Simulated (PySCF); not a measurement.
## Basis-set dependence of excited states

C₃H₃F.
SMILES: `FC1C=C1`

TDDFT with PBE0 (PySCF), vertical singlets, core orbitals frozen in the response, spherical d and f functions. Isolated species at its PBE0-D3(BJ)/def2-SVP geometry, gas phase.

Problem. How do the low singlets change with the basis? Take 6-31G*, def2-SVP, 6-31+G*, def2-SVPD, aug-cc-pVDZ, def2-TZVP, def2-TZVPD and aug-cc-pVTZ.

Solution. 

```
      basis  functions  diffuse  S1 (eV)  S2 (eV)  S3 (eV)  S4 (eV)  S5 (eV)  LUMO (eV)  α (au)
     6-31G*         62       no     6.29     7.19     7.95     9.51    10.04       0.17    27.2
   def2-SVP         71       no     6.20     7.08     7.87     9.43     9.57      -0.18    28.3
    6-31+G*         78      yes     6.19     6.98     7.70     7.94     8.00      -0.42    31.9
  def2-SVPD        107      yes     6.20     7.00     7.78     8.45     8.49      -0.44    33.6
aug-cc-pVDZ        119      yes     6.12     6.89     7.57     7.59     7.63      -0.48    34.5
  def2-TZVP        142       no     6.15     6.95     7.72     9.09     9.17      -0.36    32.3
 def2-TZVPD        178      yes     6.13     6.91     7.67     7.96     7.98      -0.46    34.6
aug-cc-pVTZ        253      yes     6.11     6.87     7.55     7.57     7.61      -0.50    34.8
```

States are compared by their number. Against the largest diffuse basis here (aug-cc-pVTZ, itself not a converged limit), sets without diffuse functions differ by up to 0.18 eV in S1 and 2.42 eV in S5; the smaller diffuse sets differ by up to 0.10 and 0.87 eV. State by state, the largest deviation of a set without diffuse functions is S1 0.18, S2 0.31, S3 0.40, S4 1.94, S5 2.42 eV. The same number needn't mean the same state in each row. Against aug-cc-pVTZ the polarisability deviates by -22% in 6-31G*, -19% in def2-SVP, -8% in 6-31+G*, -3% in def2-SVPD, -1% in aug-cc-pVDZ, -7% in def2-TZVP, 0% in def2-TZVPD. A single + in a Pople set puts diffuse functions on heavy atoms only.
